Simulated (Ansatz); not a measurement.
Compare A (`C1=C[C@H]2C[C@H]2C1`) with its isomer B (`C=C1CCC1=C`).

Computed with Ansatz on PBE0-D4/def2-TZVP structures; ΔE is electronic, products minus reactants. CBS: MP2 limit from def2 TZ/QZ plus the TZ coupled-cluster correction, frozen cores. DFT in def2-TZVPP. B3LYP here is the variant with VWN-RPA as its local correlation; programs differ in this.

(1) Which isomer does CCSD(T)/CBS put lower? Give the gap. (Estimate.)

(2) Give E(B) − E(A) in kcal/mol with BLYP-D4, LDA (SPW92), PBE-D4, B2PLYP, MP2/def2-TZVPP, B3LYP, PBE0-D4. (An estimate is asked.)

(3) Does the order hold for the free energy at 298.15 K (harmonic terms from PBE0-D4)? (Best estimate.)

Largest T1 diagnostic: 0.011.

Answers

(1) Computed: A, by 14.5 kcal/mol.

(2) The calculation gave: BLYP-D4 6.4, LDA (SPW92) 19.2, PBE-D4 12.9, B2PLYP 12.1, MP2/def2-TZVPP 18.2, B3LYP 9.1, PBE0-D4 16.2. None reverses the order clearly.

(3) Ansatz gave: Yes: G(B) − G(A) = +11.5 kcal/mol. Modes under 60 cm⁻¹, often nearly free rotors, make the harmonic entropy too high.

From BLYP to BHLYP (50 % exact exchange), in def2-TZVPP and without D4, E(B) − E(A) moves by +6.9 kcal/mol. At CCSD(T), def2-SVP lies +0.7 kcal/mol from the extrapolated value and def2-TZVPP −0.2 kcal/mol.
